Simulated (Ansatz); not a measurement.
# SiH4, singlet: CASSCF and its corrections

Computed with Ansatz's Gaussian-basis code (development build). Basis cc-pVDZ, nonrelativistic, 5 orbitals frozen in the corrections. State-specific CASSCF; RHF is the lowest restricted (open-shell) Hartree–Fock solution met. No symmetry is imposed, so a solution can break that of the shape. Lower solutions, or ones in other orbitals, may exist.

Geometry:

```xyz
5

Si    0.0000    0.0000    0.0000
H     0.9308    0.9308    0.9308
H     0.9308   -0.9308   -0.9308
H    -0.9308    0.9308   -0.9308
H    -0.9308   -0.9308    0.9308
```

What do CASSCF and its corrections give against RHF in CAS(8,8), and what are the occupations?

CASSCF -1.788 eV, SC-NEVPT2 -3.391 eV; occupations 1.98, 1.97, 1.97, 1.97, 0.04, 0.02, 0.02, 0.02.
